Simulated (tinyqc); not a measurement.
Worked calculation: UHF in the sto-3g basis, for LiH, spin multiplicity 3. This run ends on a higher stationary point, not on the lowest solution. Computed by tinyqc, a small Python program that keeps every step (integrals from PySCF). Settings: charge = 0, multiplicity = 3, basis = sto-3g, energy threshold = 1e-08, iteration cap = 77, orthogonalisation = symmetric, start = core, DIIS depth = 0, method = UHF. Command: `OMP_NUM_THREADS=1 python tinyqc.py 29459 29460 out.jsonl` (the two numbers bound the seeds that draw the settings). One thread of a shared host (Intel(R) Xeon(R) Processor @ 2.60GHz), about 0.09 s of CPU time with the checks.

Geometry (angstrom):
```
atom        x        y        z
Li    0.00000  0.00000  0.00000
H     0.00000  0.00000  1.95400
```

Stop when the energy changes by less than 1e-08 hartree and every element of the error matrix X^T (F D S - S D F) X (for each spin) is below 3e-05.

Course of the cycle:
```
iteration  E (hartree)     change  largest element of the error matrix
1           -7.6528206          -                             1.18e-01
2           -7.7088514  -5.60e-02                             4.46e-02
3           -7.7156801  -6.83e-03                             1.71e-02
4           -7.7167297  -1.05e-03                             7.08e-03
5           -7.7168976  -1.68e-04                             2.90e-03
6           -7.7169247  -2.71e-05                             1.18e-03
7           -7.7169291  -4.39e-06                             4.79e-04
8           -7.7169298  -7.13e-07                             1.94e-04
9           -7.7169299  -1.16e-07                             7.84e-05
10          -7.7169299  -1.88e-08                             3.17e-05
11          -7.7169300  -3.05e-09                             1.28e-05
```

Can the last value be used, and what does the course show?

No, though the log alone does not show it. Converged in 11 iterations. But the solution lies 0.05857 hartree above the reference: it is another stationary point, not the lowest one. Reruns (cap 100 unless said): DIIS 8: converged in 7 to a higher stationary point; damping 0.5: converged in 26 to a higher stationary point; level shift 0.5: converged in 21 to a higher stationary point; atomic densities as start, DIIS 8: converged in 8. PySCF UHF in the same basis, after a stability check = -7.7754971 hartree.
